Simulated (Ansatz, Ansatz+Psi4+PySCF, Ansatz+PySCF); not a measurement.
```xyz
5

C     0.1873    0.0000    0.0000
N     1.3559    0.0000    0.0000
C    -1.1910    0.0000    0.0000
H    -1.7343    0.9352    0.0000
H    -1.7343   -0.9352    0.0000
```

Basis set: cc-pVTZ (spherical functions). Left uncorrelated: 3 orbitals. Correlation on ROHF uses semicanonical orbitals with singles. Charge 0, multiplicity 2.

Computed with Ansatz (development build ahead of 0.2.0); each method stands on the lowest determinant of its kind that the runs found.

The atomization energy at this shape (free ground-state atoms in the same class of orbitals less the molecule, no zero-point energy) of doublet C₂H₂N:

```json
{"method": "ROHF-CCSD(T)", "atomization energy": "494.73 kcal/mol"}
{"method": "ROHF-MP2", "atomization energy": "510.36 kcal/mol"}
{"method": "ROHF", "atomization energy": "355.20 kcal/mol"}
```

(1) What does UHF-MP2 give?

Answers

(1) 499.38 kcal/mol. Caution for ROHF-MP2, UHF-MP2: forces differ strongly between restricted and unrestricted references. Caution for UHF-MP2: the unrestricted determinant is spin contaminated.
